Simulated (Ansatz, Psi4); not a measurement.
Worked example: the enthalpy of formation of C2H3ClO (acetyl chloride)

The species is C2H3ClO (7 atoms), meant as a singlet with charge 0. SMILES: `CC(=O)Cl`. Geometry: relaxed at PBE0-D4/def2-TZVP.

Total energies at CCSD(T)/cc-pVDZ, 8 core orbitals frozen (Psi4 1.11); the atoms run unrestricted:

| species | state | energy (Eh) |
| --- | --- | --- |
| C2H3ClO | singlet | -612.507045 |
| C | triplet | -37.760377 |
| O | triplet | -74.909950 |
| Cl | doublet | -459.598893 |
| H | doublet | -0.499278 |

Harmonic wavenumbers at PBE0-D4/def2-TZVP, in cm⁻¹: 136, 346, 451, 528, 622, 972, 1041, 1124, 1383, 1454, 1457, 1909, 3072, 3150, 3180.

Measured heats of formation of the gaseous atoms at 298.15 K, in kJ/mol: C 716.9, O 249.2, Cl 121.3, H 218.0. Spin-orbit lowering of the atoms at 298 K (mean of the ground term's levels less their thermal mean, from spectra), in kJ/mol: C 0.02, O 0.40, Cl 3.44. Take 1 Eh = 2625.50 kJ/mol, 1 cm⁻¹ = 0.0119627 kJ/mol, RT = 2.479 kJ/mol.

Problem. Work out the heat of formation of the gas at 298 K.

Solution. 
1. Electronic atomisation energy: 2 × (-37.760377) + (-74.909950) + (-459.598893) + 3 × (-0.499278) − (-612.507045) = 0.979614 Eh = 2572.0 kJ/mol.
2. Zero-point energy: half the sum of the wavenumbers, 10412.5 cm⁻¹ = 124.6 kJ/mol.
3. Thermal vibrational enthalpy, Σ hcν̃/(exp(hcν̃/kT) − 1): 4.6 kJ/mol. Translation, rotation and pV of a non-linear molecule: 4 RT = 9.9 kJ/mol.
4. The 7 free atoms carry 5/2 RT each: 43.4 kJ/mol.
5. Spin-orbit coupling lowers the free atoms by 2 × 0.02 + 0.40 + 3.44 = 3.9 kJ/mol.
6. Atomisation enthalpy at 298 K: 2572.0 − 3.9 − 124.6 − 4.6 − 9.9 + 43.4 = 2472.4 kJ/mol.
7. Sum of the atoms' heats of formation: 2458.3 kJ/mol. Heat of formation: 2458.3 − 2472.4 = -14.1 kJ/mol.

The tabulated value is -241.5 kJ/mol (Active Thermochemical Tables), so this level is off by +227.4 kJ/mol, or 8.4 % of the atomisation enthalpy. Coupled cluster needs large bases for atomisation: in a finite one the molecule is underbound. A double-zeta basis underbinds. Anharmonicity and any spin-orbit splitting of the molecule are left out, and so is core correlation.
